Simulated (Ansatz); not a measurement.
**A geometry optimisation of H2O4S with PBE-D3(BJ)/def2-SVP**

The starting geometry of this gas-phase singlet was optimised with GFN2-xTB.

```tsv
atom	x (Å)	y (Å)	z (Å)
O	0.3169	-0.7214	-0.9372
O	-1.3913	0.8560	-0.5693
O	2.1432	0.7702	-0.0106
O	-0.3091	-0.1306	-0.0167
S	0.8431	1.1289	0.8352
H	-1.9741	0.2848	-1.0879
H	2.1732	1.1963	-0.8811
```

Predict what it relaxes into with PBE-D3(BJ)/def2-SVP.

It loosens into HOS + O2 + HO, which stay close as a complex. Contacts that open: O4–S5 (1.91 → 2.23 Å).

The energy falls by 0.53 eV over 15 steps:

| step | E − E(last) (eV) |
| --- | --- |
| 1 | 0.530 |
| 3 | 0.057 |
| 4 | 0.018 |
| 6 | 0.002 |
| 7 | 0.001 |
| 9 | 0.000 |
| 10 | 0.000 |
| 12 | 0.000 |
| 13 | 0.000 |
| 15 | 0.000 |

Final geometry (Å):

```yaml
atoms:
  - { symbol: O, position_ang: [0.4009, -0.7513, -0.9334] }
  - { symbol: O, position_ang: [-1.3802, 0.9383, -0.6845] }
  - { symbol: O, position_ang: [2.1345, 0.7190, -0.0390] }
  - { symbol: O, position_ang: [-0.3188, -0.2596, -0.0610] }
  - { symbol: S, position_ang: [0.9540, 1.2385, 0.9871] }
  - { symbol: H, position_ang: [-2.0242, 0.2891, -1.0512] }
  - { symbol: H, position_ang: [2.0358, 1.2101, -0.8856] }
```

The end wasn't checked by frequencies. Run with Ansatz 0.2.0, 23 s on 1 thread of Arm Neoverse V1, with other jobs on the host.
